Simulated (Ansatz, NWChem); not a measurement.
# Heat of formation of H2S (hydrogen sulfide) from total energies

H2S: 3 atoms, total charge 0, spin state singlet. As SMILES, `S`. The shape is that of a PBE0-D4/def2-TZVP optimisation.

```xyz
3

S     0.4955   -0.2806    0.2439
H     0.0979    0.9977    0.1624
H    -0.5934   -0.7171   -0.4063
```

Total energies at CCSD(T)/aug-cc-pVTZ, 5 core orbitals frozen (NWChem 7.3.0); the atoms run unrestricted:

| species | state | energy (Eh) |
| --- | --- | --- |
| H2S | singlet | -398.940832 |
| S | triplet | -397.656142 |
| H | doublet | -0.499821 |

Harmonic wavenumbers at PBE0-D4/def2-TZVP, in cm⁻¹: 1209, 2725, 2740.

Measured heats of formation of the gaseous atoms at 298.15 K, in kJ/mol: S 277.0, H 218.0. Spin-orbit lowering of the atoms at 298 K (mean of the ground term's levels less their thermal mean, from spectra), in kJ/mol: S 1.88. Take 1 Eh = 2625.50 kJ/mol, 1 cm⁻¹ = 0.0119627 kJ/mol, RT = 2.479 kJ/mol.

Question: Work out the heat of formation of the gas at 298 K.

Answer: 
1. Electronic atomisation energy: (-397.656142) + 2 × (-0.499821) − (-398.940832) = 0.285048 Eh = 748.4 kJ/mol.
2. Zero-point energy: half the sum of the wavenumbers, 3337 cm⁻¹ = 39.9 kJ/mol.
3. Thermal vibrational enthalpy, Σ hcν̃/(exp(hcν̃/kT) − 1): 0.0 kJ/mol. Translation, rotation and pV of a non-linear molecule: 4 RT = 9.9 kJ/mol.
4. The 3 free atoms carry 5/2 RT each: 18.6 kJ/mol.
5. Spin-orbit coupling lowers the free atoms by 1.88 = 1.9 kJ/mol.
6. Atomisation enthalpy at 298 K: 748.4 − 1.9 − 39.9 − 0.0 − 9.9 + 18.6 = 715.3 kJ/mol.
7. Sum of the atoms' heats of formation: 713.0 kJ/mol. Heat of formation: 713.0 − 715.3 = -2.3 kJ/mol.

The tabulated value is -20.5 kJ/mol (NIST-JANAF tables), so this level is off by +18.2 kJ/mol, or 2.5 % of the atomisation enthalpy. Coupled cluster needs large bases for atomisation: in a finite one the molecule is underbound. Anharmonicity and any spin-orbit splitting of the molecule are left out, and so is core correlation.
